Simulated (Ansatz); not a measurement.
Input for Ansatz (development build ahead of 0.2.0):

```yaml
crystal:
  periodic: [false, false, false]
  atoms:
    - { symbol: C, position_ang: [0.0, 0.0, -0.56924] }
    - { symbol: F, position_ang: [0.0, 0.0, 0.68512] }
    - { symbol: H, position_ang: [0.0, -0.95315, -0.91688] }
    - { symbol: H, position_ang: [-0.82545, 0.47657, -0.91688] }
    - { symbol: H, position_ang: [0.82545, 0.47657, -0.91688] }
basis:
  gaussian: { orbitals: cc-pVDZ }
hamiltonian:
  xc: hf
correlation:
  method: mp2
  frozen_orbitals: { C: 1, F: 1, H: 0 }
```

The input is written out in the form of the current development build from the run's settings.

The run gave:

| Property | Result |
| --- | --- |
| Converged | yes |
| Reference energy | -139.01885 hartree |
| Correlation energy | -0.32631 hartree |
| Total energy | -139.34516 hartree |
| Spin squared of the determinant | 0.000 |

Caution: no unrestricted run beside it, a lower state can exist.
